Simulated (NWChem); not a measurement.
System: methyl formate (C2H4O2); SMILES COC=O

Input file for NWChem:

```
start job
memory heap 200 mb stack 900 mb global 1100 mb
geometry units angstroms noautosym nocenter noautoz
  C     -0.509398    -1.318595     0.002594
  O      0.676406    -0.537951     0.001445
  C      0.503956     0.780578     0.000236
  O     -0.552295     1.343814    -0.000184
  H     -1.115372    -1.111425    -0.891944
  H     -0.189132    -2.366689     0.008631
  H     -1.119780    -1.102316     0.891930
  H      1.496118     1.278758    -0.000275
end
basis spherical
  * library pcsseg-1
end
dft
  xc kt2
  iterations 150
end
property
  shielding 7 1 2 3 4 5 6 8
end
task dft property
```

Parts of the log:

```
             Northwest Computational Chemistry Package (NWChem) 7.3.0
             --------------------------------------------------------

                             Geometry "geometry" -> ""
                             -------------------------

 Output coordinates in angstroms (scale by  1.889725989 to convert to a.u.)

  No.       Tag          Charge          X              Y              Z
 ---- ---------------- ---------- -------------- -------------- --------------
    1 C                    6.0000    -0.50939800    -1.31859500     0.00259400
    2 O                    8.0000     0.67640600    -0.53795100     0.00144500
    3 C                    6.0000     0.50395600     0.78057800     0.00023600
    4 O                    8.0000    -0.55229500     1.34381400    -0.00018400
    5 H                    1.0000    -1.11537200    -1.11142500    -0.89194400
    6 H                    1.0000    -0.18913200    -2.36668900     0.00863100
    7 H                    1.0000    -1.11978000    -1.10231600     0.89193000
    8 H                    1.0000     1.49611800     1.27875800    -0.00027500

 Effective nuclear repulsion energy (a.u.)     122.8400347260

                              NWChem Property Module
                              ----------------------

  itol2e modified to match energy
  convergence criterion.

                                 NWChem DFT Module
                                 -----------------

 Summary of "ao basis" -> "ao basis" (spherical)
 ------------------------------------------------------------------------------
       Tag                 Description            Shells   Functions and Types
 ---------------- ------------------------------  ------  ---------------------
 C                          pcsseg-1                 7       17   3s3p1d
 O                          pcsseg-1                 7       17   3s3p1d
 H                          pcsseg-1                 3        5   2s1p

  itol2e modified to match energy
  convergence criterion.

            General Information
            -------------------
          SCF calculation type: DFT
          Wavefunction type:  closed shell.
          No. of atoms     :     8
          No. of electrons :    32
           Alpha electrons :    16
            Beta electrons :    16
          Charge           :     0
          Spin multiplicity:     1
          Use of symmetry is: off; symmetry adaption is: off
          Maximum number of iterations: 150
          AO basis - number of functions:    88
                     number of shells:    40
          Convergence on energy requested:  1.00D-07
          Convergence on density requested:  1.00D-05
          Convergence on gradient requested:  5.00D-04

              XC Information
              --------------
                          KT2 Method XC Functional
                        Slater Exchange Functional  1.072 local
                           KT1 gradient correction  1.000 non-local
            Perdew 1991 LDA Correlation Functional  0.577 local

             Grid Information
             ----------------
          Grid used for XC integration:  fine
          Radial quadrature: Mura-Knowles
          Angular quadrature: Lebedev.
          Tag              B.-S. Rad. Rad. Pts. Rad. Cut. Ang. Pts.
          ---              ---------- --------- --------- ---------
          C                   0.70       70          10.0       590
          O                   0.60       70          11.0       590
          H                   0.35       60          11.0       590
          Grid pruning is: on
          Number of quadrature shells:   520
          Spatial weights used:  Erf1

      Superposition of Atomic Density Guess
      -------------------------------------

 Sum of atomic energies:        -226.79507349

      Non-variational initial energy
      ------------------------------

 Total energy =    -228.709601
 1-e energy   =    -552.223729
 2-e energy   =     200.674094
 HOMO         =      -0.399686
 LUMO         =       0.024959

   convergence    iter        energy       DeltaE   RMS-Dens  Diis-err
 ---------------- ----- ----------------- --------- --------- ---------
 d= 0,ls=0.0,diis     1   -232.4253890815 -3.55D+02  1.66D-02  9.62D-01
 d= 0,ls=0.0,diis     2   -231.9176625239  5.08D-01  1.32D-02  6.10D+00
 d= 0,ls=0.0,diis     3   -232.5178604023 -6.00D-01  3.67D-03  2.59D-01
 d= 0,ls=0.0,diis     4   -232.5353142279 -1.75D-02  1.34D-03  8.72D-02
 d= 0,ls=0.0,diis     5   -232.5429566934 -7.64D-03  3.69D-04  2.88D-03
  Resetting Diis
 d= 0,ls=0.0,diis     6   -232.5432207962 -2.64D-04  8.33D-05  9.72D-05
 d= 0,ls=0.0,diis     7   -232.5432331724 -1.24D-05  1.65D-05  1.51D-06
 d= 0,ls=0.0,diis     8   -232.5432329962  1.76D-07  9.72D-06  2.94D-06
 d= 0,ls=0.0,diis     9   -232.5432333564 -3.60D-07  1.29D-06  3.36D-08
 d= 0,ls=0.0,diis    10   -232.5432333575 -1.18D-09  7.22D-07  1.97D-08

         Total DFT energy =     -232.543233357536
      One electron energy =     -555.390852923798
           Coulomb energy =      233.086659362672
    Exchange-Corr. energy =      -33.079074522404
 Nuclear repulsion energy =      122.840034725994

 Numeric. integr. density =       32.000000664225

                       DFT Final Molecular Orbital Analysis
                       ------------------------------------

 Vector   14  Occ=2.000000D+00  E=-3.249865D-01
              MO Center=  1.3D-01, -5.4D-01,  3.2D-03, r^2= 2.4D+00
   Bfn.  Coefficient  Atom+Function         Bfn.  Coefficient  Atom+Function
  ----- ------------  ---------------      ----- ------------  ---------------
    24      0.300123  2 O  px                27      0.270296  2 O  px
    74     -0.217269  6 H  s                  7     -0.208985  1 C  px
    20      0.198464  2 O  s                 58      0.172565  4 O  px
    21      0.158854  2 O  px                79      0.159246  7 H  s
    69      0.156698  5 H  s                 61      0.149541  4 O  px

 Vector   15  Occ=2.000000D+00  E=-2.777798D-01
              MO Center= -8.9D-03, -3.4D-02,  2.4D-04, r^2= 2.2D+00
   Bfn.  Coefficient  Atom+Function         Bfn.  Coefficient  Atom+Function
  ----- ------------  ---------------      ----- ------------  ---------------
    26      0.367599  2 O  pz                29      0.367740  2 O  pz
    60     -0.277113  4 O  pz                63     -0.263473  4 O  pz
    23      0.193165  2 O  pz                69      0.180002  5 H  s
    79     -0.178978  7 H  s                 57     -0.145382  4 O  pz
     9     -0.118701  1 C  pz                70      0.096610  5 H  s

 Vector   16  Occ=2.000000D+00  E=-2.487183D-01
              MO Center= -1.9D-01,  1.1D+00,  8.2D-05, r^2= 1.5D+00
   Bfn.  Coefficient  Atom+Function         Bfn.  Coefficient  Atom+Function
  ----- ------------  ---------------      ----- ------------  ---------------
    59      0.386811  4 O  py                62      0.361483  4 O  py
    58      0.212852  4 O  px                84     -0.205969  8 H  s
    56      0.203678  4 O  py                61      0.194589  4 O  px
    28      0.160161  2 O  py                25      0.157853  2 O  py
    20      0.139506  2 O  s                 85     -0.121624  8 H  s

 Vector   17  Occ=0.000000D+00  E=-3.416706D-02
              MO Center=  2.6D-01,  7.7D-01, -9.7D-05, r^2= 1.8D+00
   Bfn.  Coefficient  Atom+Function         Bfn.  Coefficient  Atom+Function
  ----- ------------  ---------------      ----- ------------  ---------------
    46      0.606317  3 C  pz                63     -0.446379  4 O  pz
    43      0.435998  3 C  pz                60     -0.303272  4 O  pz
    29     -0.273150  2 O  pz                26     -0.204479  2 O  pz
    40      0.190087  3 C  pz                57     -0.164319  4 O  pz
    70     -0.137098  5 H  s                 80      0.135275  7 H  s

 Vector   18  Occ=0.000000D+00  E= 3.600324D-02
              MO Center= -8.3D-01, -1.5D+00,  1.2D-03, r^2= 4.6D+00
   Bfn.  Coefficient  Atom+Function         Bfn.  Coefficient  Atom+Function
  ----- ------------  ---------------      ----- ------------  ---------------
     3      1.784418  1 C  s                 70     -0.882440  5 H  s
    75     -0.874989  6 H  s                 80     -0.878818  7 H  s
    10     -0.289447  1 C  px                 2      0.245056  1 C  s
    54      0.218187  4 O  s                 11     -0.149217  1 C  py
    44      0.141673  3 C  px                85     -0.136051  8 H  s

 Vector   19  Occ=0.000000D+00  E= 5.540729D-02
              MO Center=  1.2D+00,  6.6D-01,  6.7D-04, r^2= 4.8D+00
   Bfn.  Coefficient  Atom+Function         Bfn.  Coefficient  Atom+Function
  ----- ------------  ---------------      ----- ------------  ---------------
    85      1.615830  8 H  s                 37     -1.269497  3 C  s
    20      0.619806  2 O  s                 10     -0.600531  1 C  px
    44     -0.506286  3 C  px                80     -0.250681  7 H  s
    70     -0.247639  5 H  s                 11     -0.243111  1 C  py
    75      0.241349  6 H  s                  3     -0.225859  1 C  s

     Multipole analysis of the density
     ---------------------------------

     L   x y z        total         alpha         beta         nuclear
     -   - - -        -----         -----         ----         -------
     0   0 0 0     -0.000000    -16.000000    -16.000000     32.000000

     1   1 0 0      0.249201      0.094299      0.094299      0.060604
     1   0 1 0     -0.687792     -0.265595     -0.265595     -0.156602
     1   0 0 1      0.000838     -0.033039     -0.033039      0.066915

[...]

          -----------------------------------------
          Chemical Shielding Tensors (GIAO, in ppm)
          -----------------------------------------

                                NWChem CPHF Module
                                ------------------

  scftype          =     RHF
  nclosed          =       16
  nopen            =        0
  variables        =     1152
  # of vectors     =        3
  tolerance        = 0.10D-03
  level shift      = 0.00D+00
  max iterations   =       50
  max subspace     =       30

 SCF residual:    3.7855062998601523E-005

Iterative solution of linear equations
  No. of variables     1152
  No. of equations        3
  Maximum subspace       30
        Iterations       50
       Convergence  1.0D-04

   iter   nsub   residual    time
   ----  ------  --------  ---------
     1      3    2.91D-05      37.5

      Atom:    1  C
        Diamagnetic
    254.0907      7.1291     -0.0060
      7.1291    250.1026     -0.0129
     -0.0060     -0.0129    242.2945

        Paramagnetic
   -103.8137     28.0438      0.0040
     28.0438   -122.1160     -0.0491
      0.0040     -0.0491   -122.6071

        Total Shielding Tensor
    150.2770     35.1729     -0.0021
     35.1729    127.9866     -0.0621
     -0.0021     -0.0621    119.6874

           isotropic =     132.6503
          anisotropy =      65.0670

          Principal Components and Axis System
                 1           2           3
              176.0283    119.6875    102.2352

      1         0.8069      0.0022     -0.5907
      2         0.5907     -0.0019      0.8069
      3        -0.0007      1.0000      0.0028

      Atom:    2  O
        Diamagnetic
    398.3045     10.6818     -0.0149
     10.6818    412.5385     -0.0354
     -0.0149     -0.0354    380.1658

        Paramagnetic
   -441.4852    -45.7329      0.1143
    -45.7329   -195.1425      0.0349
      0.1143      0.0349   -157.5730

        Total Shielding Tensor
    -43.1806    -35.0511      0.0995
    -35.0511    217.3960     -0.0005
      0.0995     -0.0005    222.5927

           isotropic =     132.2693
          anisotropy =     135.4856

          Principal Components and Axis System
                 1           2           3
              222.5931    222.0281    -47.8132

      1         0.0035     -0.1310      0.9914
      2        -0.0237      0.9911      0.1310
      3         0.9997      0.0240     -0.0004

      Atom:    3  C
        Diamagnetic
    259.0670     -8.2700      0.0049
     -8.2700    264.6580     -0.0231
      0.0049     -0.0231    237.3768

        Paramagnetic
   -222.0389    -56.7551      0.0254
    -56.7551   -286.0034      0.1169
      0.0254      0.1169   -165.4987

        Total Shielding Tensor
     37.0281    -65.0250      0.0303
    -65.0250    -21.3453      0.0938
      0.0303      0.0938     71.8781

           isotropic =      29.1869
          anisotropy =      74.8942

          Principal Components and Axis System
                 1           2           3
               79.1164     71.8781    -63.4336

      1         0.8395      0.0033      0.5434
      2        -0.5434     -0.0013      0.8395
      3        -0.0035      1.0000     -0.0007

      Atom:    4  O
        Diamagnetic
    409.5099    -11.3575      0.0062
    -11.3575    398.9747     -0.0064
      0.0062     -0.0064    394.1259

        Paramagnetic
   -654.8779     64.3180     -0.1458
     64.3180   -713.5673      0.6577
     -0.1458      0.6577   -110.2830

        Total Shielding Tensor
   -245.3680     52.9605     -0.1396
     52.9605   -314.5926      0.6513
     -0.1396      0.6513    283.8429

           isotropic =     -92.0392
          anisotropy =    -376.8144

          Principal Components and Axis System
                 1           2           3
             -343.2488    283.8436   -216.7124

      1        -0.4759     -0.0002      0.8795
      2         0.8795      0.0011      0.4759
      3        -0.0010      1.0000     -0.0004

      Atom:    5  H
        Diamagnetic
     30.4455      1.5968      8.0384
      1.5968     25.4061     -0.1373
      8.0384     -0.1373     30.7637

        Paramagnetic
     -1.6752      0.7298     -4.4127
      0.7298      0.4788      1.3033
     -4.4127      1.3033     -3.1188

        Total Shielding Tensor
     28.7703      2.3266      3.6257
      2.3266     25.8849      1.1661
      3.6257      1.1661     27.6449

           isotropic =      27.4334
          anisotropy =       8.0572

          Principal Components and Axis System
                 1           2           3
               32.8048     25.3755     24.1198

      1         0.7296      0.1477     -0.6677
      2         0.3448      0.7638      0.5457
      3         0.5906     -0.6284      0.5063

      Atom:    6  H
        Diamagnetic
     25.3298     -0.9795      0.0125
     -0.9795     40.0434     -0.0866
      0.0125     -0.0866     22.7532

        Paramagnetic
      1.3951      2.2614     -0.0094
      2.2614     -8.1321      0.0468
     -0.0094      0.0468      1.6545

        Total Shielding Tensor
     26.7249      1.2818      0.0031
      1.2818     31.9113     -0.0398
      0.0031     -0.0398     24.4076

           isotropic =      27.6813
          anisotropy =       6.7946

          Principal Components and Axis System
                 1           2           3
               32.2110     26.4254     24.4074

      1         0.2275      0.9738     -0.0047
      2         0.9738     -0.2275      0.0061
      3        -0.0049      0.0060      1.0000

      Atom:    7  H
        Diamagnetic
     36.5028      7.1074     -0.0081
      7.1074     29.1352     -0.0073
     -0.0081     -0.0073     21.0366

        Paramagnetic
     -9.8336     -5.1646      0.0045
     -5.1646     -4.7224      0.0033
      0.0045      0.0033     -1.8841

        Total Shielding Tensor
     26.6692      1.9428     -0.0036
      1.9428     24.4127     -0.0041
     -0.0036     -0.0041     19.1525

           isotropic =      23.4115
          anisotropy =       6.5642

          Principal Components and Axis System
                 1           2           3
               27.7876     23.2943     19.1525

      1         0.8667     -0.4989      0.0003
      2         0.4989      0.8667      0.0007
      3        -0.0006     -0.0004      1.0000
```

Level: KT2/pcSseg-1, GIAO. Geometry: optimised at PBE0/def2-SVP. The output numbers the shielded atoms by their place in the input's list. The printed shielding anisotropy is the first printed principal value minus the mean of the other two.
